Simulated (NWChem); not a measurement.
Total energies of CN (-1)

```
C
N 1 1.1910
```
Charge -1, spin multiplicity 1.

The numbers come from NWChem runs, not from measurements. The geometry was optimised at PBE/def2-SVP, a minimum by its harmonic frequencies.

Basis set: def2-TZVPD (74 functions).

```json
[
 {"method": "RHF", "total energy (Ha)": "-92.34167"},
 {"method": "MP2", "total energy (Ha)": "-92.68861"},
 {"method": "B2PLYP", "total energy (Ha)": "-92.82532"},
 {"method": "PBE", "total energy (Ha)": "-92.77917"},
 {"method": "B3LYP", "total energy (Ha)": "-92.89558"},
 {"method": "LC-wPBE (omega 0.3 per bohr)", "total energy (Ha)": "-92.80491"},
 {"method": "CCSD(T)", "total energy (Ha)": "-92.70904"}
]
```

Total energies of different functionals aren't comparable as a measure of quality: only differences taken within one method are. 

The correlated methods keep 2 core orbitals frozen. B3LYP has NWChem's definition, with VWN1-RPA local correlation. The structure started from a generated list of species. The anion's geometry comes from a basis without diffuse functions. No row is a measurement; the coupled-cluster row has its own basis-set and correlation limits.
